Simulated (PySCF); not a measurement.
Gas-phase reaction: 2 NH3 + C2H2 (acetylene) → 2 HCN + 3 H2

Energies from PySCF, thermal terms from the rigid-rotor harmonic-oscillator model, ideal gas at 1 bar. The comparison is the NASA 1993 polynomial table, which mixes measured and estimated data. † marks an energy on the PBE0/def2-TZVP geometry and frequencies. MP2 freezes the core. All species are closed-shell singlets. MP2 isn't extrapolated to the basis-set limit.

MP2/def2-SVP† gives ΔH°(298 K) = 66.1 kJ.

Problem. What does LDA/def2-TZVP† give, and where does the table lie?

Solution. LDA/def2-TZVP†: 213.9 kJ. Table: 133.7 kJ.
